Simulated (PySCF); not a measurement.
**How the method changes the constants of LiF⁺**

State: ²Π (doublet), unpaired electrons π ↑. Set-up: PySCF, no relativity, basis sets Li cc-pVDZ, F cc-pVDZ. De refers to Li⁺ + F in their high-spin ground configurations, without counterpoise correction. The functionals are run spin-unrestricted. A positive dipole points towards F; it is taken about the centre of mass and depends on that origin.

| Level | Re (Å) | ωe (cm⁻¹) | De (eV) | μ (D) | CPU s a point (SCF and correlation, without the integrals) |
| --- | --- | --- | --- | --- | --- |
| UHF | 2.110 | 267 | 0.321 | -7.03 | 0.016 |
| UHF-MP2 | 2.116 | 282 | 0.406 | n/a | 0.026 |
| UHF-SCS-MP2 | 2.116 | 282 | 0.405 | n/a | n/a |
| UHF-CCSD | 2.113 | 284 | 0.412 | n/a | n/a |
| UHF-CCSD(T) | 2.113 | 286 | 0.421 | n/a | 0.38 |
| PBE | 2.096 | 295 | 0.54 | -6.77 | 0.16 |
| PBEsol | 2.095 | 293 | 0.53 | -6.78 | 0.12 |
| r²SCAN | 2.123 | 274 | 0.422 | -6.96 | 0.22 |
| r²SCANh | 2.118 | 274 | 0.409 | -6.96 | 0.23 |
| PBE0 | 2.092 | 289 | 0.458 | -6.84 | 0.24 |
| CAM-B3LYP | 2.052 | 312 | 0.54 | -6.67 | 0.24 |
| B2PLYP | 2.078 | 299 | 0.471 | -6.83 | 0.12 |

Q: Which functional lies closest to UHF-CCSD(T) in De, which farthest, and by how much do they differ from it?

A: Closest is r²SCAN (+1.0 pm in Re, -4.2 % in ωe, +0.00 eV in De against UHF-CCSD(T) in the same basis), farthest PBE (-1.7 pm in Re, +3.1 % in ωe, +0.12 eV in De). CCSD(T) converges more slowly with the basis than the functionals do and binds too weakly in this one, so the order can change at the basis-set limit.

Q: What does the step from GGA to meta-GGA do here, going from PBE to r²SCAN?

A: r²SCAN less PBE: +2.7 pm in Re, -7.1 % in ωe, -0.12 eV in De. 

Q: What does second-order correlation do here, going from UHF to UHF-MP2?

A: UHF-MP2 less UHF: +0.6 pm in Re, +5.6 % in ωe, +0.09 eV in De. Correlation nearly always deepens the well. The bond lengthens, as in strong covalent bonds, where excitations into antibonding orbitals dominate.

Correlated steps freeze 1 core orbital. Correlated levels converge slowly with the basis: in double zeta they bind strong bonds too weakly, by up to about 1 eV, and carry superposition errors of some tenths. For an ion De counts to the pair picked by the measured ionisation energies or electron affinities, which need not be the lowest pair at this level. B2PLYP dipoles, levels and charges come from its SCF part alone. The state is the lowest determinant that a PBE0 search found; another state may lie lower at other levels.

The whole job (state search and all levels along the bond) took about 0.4 min on 1 thread of Arm Neoverse V2 (shared host), peak memory 0.35 GiB.
